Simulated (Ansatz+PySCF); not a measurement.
The numbers below are computed, except where a source is named.
Input for Ansatz (development build ahead of 0.2.0):

```yaml
crystal:
  periodic: [false, false, false]
  atoms:
    - { symbol: C, position_ang: [0.0, 0.00337, -0.66918] }
    - { symbol: C, position_ang: [0.0, -0.00337, 0.66918] }
    - { symbol: C, position_ang: [0.0, 1.025, -1.3597] }
    - { symbol: C, position_ang: [0.0, -1.025, 1.3597] }
    - { symbol: H, position_ang: [0.0, -0.89864, -1.12188] }
    - { symbol: H, position_ang: [0.0, 0.89864, 1.12188] }
    - { symbol: H, position_ang: [0.0, 0.98209, -2.36391] }
    - { symbol: H, position_ang: [0.0, 1.94021, -0.93936] }
    - { symbol: H, position_ang: [0.0, -0.98209, 2.36391] }
    - { symbol: H, position_ang: [0.0, -1.94021, 0.93936] }
basis:
  gaussian: { orbitals: def2-SVP }
hamiltonian:
  xc: hf
```

The input is written out in the form of the current development build from the run's settings.

Output:

```yaml
Converged: yes
Total_energy: -154.73751 hartree
Spin_squared_of_the_determinant: 0.000
```
